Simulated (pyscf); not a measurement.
PySCF, gas phase, ωB97X-D3(BJ)/def2-SVP geometries.

SMILES: [NH2][MoH]([Cl])([OH])([Cl])[Cl]
```xyz
10

N     -1.5424     0.2010    -1.5808
Mo    -0.0466     1.3956    -1.7978
O      0.9377    -0.0119    -1.2209
Cl     1.6489     2.9364    -1.3246
Cl    -1.7437     2.9771    -1.8295
Cl     0.3185     1.8538    -4.0284
H     -1.4573    -0.7564    -1.2431
H     -2.5097     0.5190    -1.5671
H     -0.2526     1.8708    -0.2336
H      1.1282    -0.6315    -0.5057
```

### Question
What is the homolytic dissociation enthalpy (298 K, ωB97M-D3(BJ)/def2-TZVP) of the H–Mo bond of H₂N–MoH(OH)(Cl)(Cl)–Cl (SMILES [NH2][MoH]([OH])([Cl])([Cl])[Cl]), to [H₂N–Mo(OH)(Cl)(Cl)–Cl]• + H•?

### Answer
H–Mo to [H₂N–Mo(OH)(Cl)(Cl)–Cl]• + H•: 0.55 eV. The 7 functionals that were run give +0.37 (M06-2X) to +0.96 eV (PBE). The radicals are drawn with the spin at the cut bond; how far it spreads was not checked. Other isomers of [H₂N–Mo(OH)(Cl)(Cl)–Cl]• were not searched in full and may lie lower. Open-shell species with a d-block atom are single-reference here; other states, and whether the spin sits on metal or ligand, were not checked. Elements past Kr carry the def2 core potentials, without spin-orbit coupling.
